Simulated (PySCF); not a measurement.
Computed with B3LYP-D3(BJ)/def2-TZVP run with PySCF 2.14.0. Isolated molecules, 0 K electronic values unless said otherwise. B3LYP has the VWN-RPA correlation part, as in Gaussian. 

Reference species (SMILES): `[Cl]` (neutral, multiplicity 2).

highest occupied spin orbital: -9.27 eV

Changed species: `[C]#C` (radical fragment; the reference has radical fragment).

Q: Give the shifts of the highest occupied spin orbital.

A: the highest occupied spin orbital goes up by 0.90 eV, to -8.37 eV.
